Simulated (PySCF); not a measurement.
# Vibration and rotation of O2

UHF-CCSD(T) constants of O2, triplet, unpaired electrons π ↑↑ (O pcseg-2; no relativity (PySCF 2.14); masses 15.9949 and 15.9949 u):

| Item | Value |
| --- | --- |
| ωe | 1582.5 cm⁻¹ |
| ωexe | 11.2 cm⁻¹ |
| Be | 1.4322 cm⁻¹ |
| αe | 0.0153 cm⁻¹ |
| D (centrifugal) | 4.69e-06 cm⁻¹ |
| De to O + O | 4.94 eV |

(1) Give the vibrational terms G(v) and spacings up to v = 6.

(2) How well does the Morse estimate ωe²/(4ωexe) reproduce De, and what is D0?

Measured values (Huber and Herzberg, Constants of Diatomic Molecules (1979)): ωe = 1580.193 cm⁻¹, ωexe = 11.981 cm⁻¹, αe = 0.01593 cm⁻¹.

Correlated steps freeze 2 core orbitals. The state was picked by a PBE0 search and need not be the measured ground state.

Answers

(1) G(v) = ωe(v+½) − ωexe(v+½)².

| v | G(v) (cm⁻¹) | G(v) − G(v−1) | Bv (cm⁻¹) |
| --- | --- | --- | --- |
| 0 | 788 |  | 1.425 |
| 1 | 2349 | 1560 | 1.409 |
| 2 | 3886 | 1538 | 1.394 |
| 3 | 5402 | 1515 | 1.379 |
| 4 | 6894 | 1493 | 1.363 |
| 5 | 8365 | 1471 | 1.348 |
| 6 | 9813 | 1448 | 1.333 |

(2) It gives 6.93 eV, 140 % of the computed De. D0 = De − G(0) = 4.94 − 0.10 = 4.84 eV.
